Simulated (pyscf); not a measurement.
Elementary routes open to `[SiH3][O][SiH][O][SiH3]` [doublet] + `[F][CH2][F]` in the gas phase (doublet surface):
A. `[F][SiH]([O][SiH3])[O][SiH3]` + `[CH2][F]` [doublet] (C–F broken; F–Si formed)
B. `[SiH3][O][SiH2][O][SiH3]` + `[F][CH][F]` [doublet] (C–H broken; H–Si formed)

Optimised with ωB97X-D3(BJ)/def2-SVP in PySCF.

Rank the routes by free-energy barrier at 900 K, lowest first, for ωB97M-D3(BJ)/def2-TZVP energies (ideal gas, 1 atm, RRHO with modes under 100 cm⁻¹ raised to 100, one conformer, R ln 2 for chiral ones without a mode under 150 cm⁻¹).

B (204.6 kJ/mol), A (325.5 kJ/mol)

Route B is the fastest of these, ahead of the next by 120.9 kJ/mol. The most stable products are those of A (ΔG = -187.9 kJ/mol), whose barrier is 120.9 kJ/mol higher: the kinetic and the thermodynamic product differ. At 298 K B is still the fastest. Only these routes are compared; each barrier is that of the saddle found, and lower ones may exist.
